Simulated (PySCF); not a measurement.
## Working with the constants of SiF⁺

PBE0 constants of SiF⁺, ¹Σ⁺ (singlet), closed shell (Si def2-TZVP, F def2-TZVP; no relativity (PySCF 2.14); masses 27.9769 and 18.9984 u):

```
ωe              : 1038.7 cm⁻¹
ωexe            : 4.82 cm⁻¹
Be              : 0.63122 cm⁻¹
αe              : 0.00458 cm⁻¹
D (centrifugal) : 9.32e-07 cm⁻¹
De to Si⁺ + F   : 6.71 eV
```

**Question.** Give the vibrational terms G(v) and spacings up to v = 6.

**Answer.** G(v) = ωe(v+½) − ωexe(v+½)².

```json
{"v": "0", "G(v) (cm⁻¹)": "518", "G(v) − G(v−1)": "", "Bv (cm⁻¹)": "0.6289"}
{"v": "1", "G(v) (cm⁻¹)": "1547", "G(v) − G(v−1)": "1029", "Bv (cm⁻¹)": "0.6243"}
{"v": "2", "G(v) (cm⁻¹)": "2567", "G(v) − G(v−1)": "1019", "Bv (cm⁻¹)": "0.6198"}
{"v": "3", "G(v) (cm⁻¹)": "3576", "G(v) − G(v−1)": "1010", "Bv (cm⁻¹)": "0.6152"}
{"v": "4", "G(v) (cm⁻¹)": "4577", "G(v) − G(v−1)": "1000", "Bv (cm⁻¹)": "0.6106"}
{"v": "5", "G(v) (cm⁻¹)": "5567", "G(v) − G(v−1)": "990", "Bv (cm⁻¹)": "0.6060"}
{"v": "6", "G(v) (cm⁻¹)": "6548", "G(v) − G(v−1)": "981", "Bv (cm⁻¹)": "0.6015"}
```

**Question.** How well does the Morse estimate ωe²/(4ωexe) reproduce De, and what is D0?

**Answer.** It gives 6.94 eV, 103 % of the computed De. D0 = De − G(0) = 6.71 − 0.06 = 6.65 eV.

For an ion De counts to the pair picked by the measured ionisation energies or electron affinities, which need not be the lowest pair at this level.
